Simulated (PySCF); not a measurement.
**Telling isomers of C₂H₃N apart by NMR**

Non-relativistic, a single conformation, equivalent nuclei averaged, in vacuum. Shieldings: GIAO PBE0/pcSseg-1; couplings computed with B3LYP/pcJ-1; geometry: GFN2-xTB; PySCF.

References, each an isolated molecule treated in the same way: TMS for 1H (31.72 ppm), 13C (186.93 ppm). Multiplet labels drop J under 1 Hz and among equivalent protons, and merge close values. Unscaled 3J(H,H) run several per cent high. Shifts are as computed. Against solution values, carbons near 30 ppm lie about +3 ppm off and those near 130 ppm about +5 ppm. Of 1211 compounds with measured shifts, 218 miss one by over three times the rms of a fit or turn the order of signals round; such compounds aren't used in these exercises. OH and NH positions are gas-phase values without hydrogen bonding to other molecules.

(1) Tabulate the signals of `C=C=N`, `CC#N` and their relative energies.

(2) What is the quickest way to tell C=C=N from CC#N?

Results:

(1) 
| SMILES | carbon types | δC | δH | E rel. (kcal/mol) |
| --- | --- | --- | --- | --- |
| C=C=N | 1×C 1×CH2 | 196.1, 28.9 | 7.45 (br s, 1H), 2.98 (s, 2H) | 25.4 |
| CC#N | 1×C 1×CH3 | 120.2, 0.6 | 1.92 (s, 3H) | 0.0 |

Energies are electronic energies at PBE0/pcSseg-1 on these geometries, without zero-point or thermal terms, each for the one conformer computed, which needn't be the lowest.

(2) Both give the same number of carbon signals, but DEPT or the intensities differ. The first has a cumulene carbon (C) at 196.1 ppm, the second a nitrile carbon (C) at 120.2 ppm. In the proton spectra the most deshielded non-exchanging signals are 2.98 (s, 2H) and 1.92 (s, 3H).
